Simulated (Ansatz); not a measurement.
Born–Oppenheimer molecular dynamics of H6OSi (8 atoms, charge 0, multiplicity 1). It starts at the highest image of a converged band. Of that band: Neighbouring images differ by up to 1.8 eV, so the band resolves the path poorly. A vibrational analysis at the climbing image gives one clearly imaginary mode, 1233i cm⁻¹: a first-order saddle point.

Theory: RKS PBE/def2-mTZVP in Ansatz.

```json
{
  "ensemble": "NVE (velocity Verlet)",
  "time step": "0.5 fs",
  "steps asked": "200",
  "starting velocities drawn for": "100 K",
  "seed": "8198"
}
```

First frame:

```xyz
8
Properties=species:S:1:pos:R:3
Si 0.097 -0.050 0.021
O 0.121 -0.305 1.916
H -0.760 -0.336 2.348
H 1.373 0.431 -0.588
H -0.703 1.220 0.248
H -0.786 -0.821 -0.914
H 0.863 -1.613 0.440
H 0.525 -1.297 1.496
```

What does the run give?

All steps were run.

| Quantity | Value |
| --- | --- |
| steps done | 200 |
| time covered | 100 fs |
| mean temperature over the second half | 1996 K |
| spread of the potential energy over the second half | 4.2 meV per atom |
| mean potential energy of the second half above the start | -183.8 meV per atom |

The conserved energy stayed within 0.046 meV per atom of its start (net change 0.0015 meV per atom), so the integration is sound. The kinetic energy rose, since the run started high on the potential surface and went downhill. It ends in pieces (H2O + H4Si), so much of that is their flight and rotation, not heat. A run of 0.1 ps of so small a system gives no equilibrium averages. The orbitals stay closed-shell, which can raise the energy where a bond breaks towards radicals; this wasn't checked here.

What happens to the structure?

Between its relaxed ends the band would form Si1–H7, O2–H8 and break Si1–O2, H7–H8. These pairs go: Si1–H7 1.79 → 1.50 Å, O2–H8 1.15 → 0.96 Å, Si1–O2 1.91 → 5.25 Å, H7–H8 1.15 → 6.57 Å. In the last frame they stand as after the step (other bonds may differ from the relaxed reactants and products). It ends as H2O + H4Si. Pairs count as bonded within 1.25 times the sum of covalent radii (0.12 Å more for H–H). Another seed would give other details.

How do temperature and energy run in time?


```json
{"time (fs)": "0", "T (K)": "100", "potential energy less start (eV)": "0.000", "conserved less start (meV/atom)": "0.00"}
{"time (fs)": "5", "T (K)": "87", "potential energy less start (eV)": "0.010", "conserved less start (meV/atom)": "0.03"}
{"time (fs)": "10", "T (K)": "195", "potential energy less start (eV)": "-0.074", "conserved less start (meV/atom)": "0.03"}
{"time (fs)": "15", "T (K)": "478", "potential energy less start (eV)": "-0.293", "conserved less start (meV/atom)": "0.00"}
{"time (fs)": "20", "T (K)": "728", "potential energy less start (eV)": "-0.487", "conserved less start (meV/atom)": "0.03"}
{"time (fs)": "25", "T (K)": "1033", "potential energy less start (eV)": "-0.724", "conserved less start (meV/atom)": "0.00"}
{"time (fs)": "30", "T (K)": "1293", "potential energy less start (eV)": "-0.925", "conserved less start (meV/atom)": "0.01"}
{"time (fs)": "35", "T (K)": "1589", "potential energy less start (eV)": "-1.155", "conserved less start (meV/atom)": "0.01"}
{"time (fs)": "40", "T (K)": "1903", "potential energy less start (eV)": "-1.398", "conserved less start (meV/atom)": "-0.05"}
{"time (fs)": "45", "T (K)": "1949", "potential energy less start (eV)": "-1.434", "conserved less start (meV/atom)": "-0.01"}
{"time (fs)": "50", "T (K)": "1920", "potential energy less start (eV)": "-1.411", "conserved less start (meV/atom)": "0.02"}
{"time (fs)": "55", "T (K)": "1987", "potential energy less start (eV)": "-1.464", "conserved less start (meV/atom)": "0.00"}
{"time (fs)": "60", "T (K)": "2055", "potential energy less start (eV)": "-1.516", "conserved less start (meV/atom)": "0.02"}
{"time (fs)": "65", "T (K)": "1991", "potential energy less start (eV)": "-1.467", "conserved less start (meV/atom)": "0.03"}
{"time (fs)": "70", "T (K)": "1970", "potential energy less start (eV)": "-1.450", "conserved less start (meV/atom)": "0.00"}
{"time (fs)": "75", "T (K)": "2001", "potential energy less start (eV)": "-1.474", "conserved less start (meV/atom)": "0.01"}
{"time (fs)": "80", "T (K)": "2053", "potential energy less start (eV)": "-1.515", "conserved less start (meV/atom)": "-0.01"}
{"time (fs)": "85", "T (K)": "1984", "potential energy less start (eV)": "-1.461", "conserved less start (meV/atom)": "-0.01"}
{"time (fs)": "90", "T (K)": "1927", "potential energy less start (eV)": "-1.417", "conserved less start (meV/atom)": "0.03"}
{"time (fs)": "95", "T (K)": "2013", "potential energy less start (eV)": "-1.484", "conserved less start (meV/atom)": "0.01"}
{"time (fs)": "100", "T (K)": "2025", "potential energy less start (eV)": "-1.493", "conserved less start (meV/atom)": "0.00"}
```

Time of the run: 4.4 min on 1 thread of Intel(R) Xeon(R) Platinum 8259CL CPU @ 2.50GHz (Skylake/Cascade Lake), with other jobs on the host, peak memory 0.12 GiB.
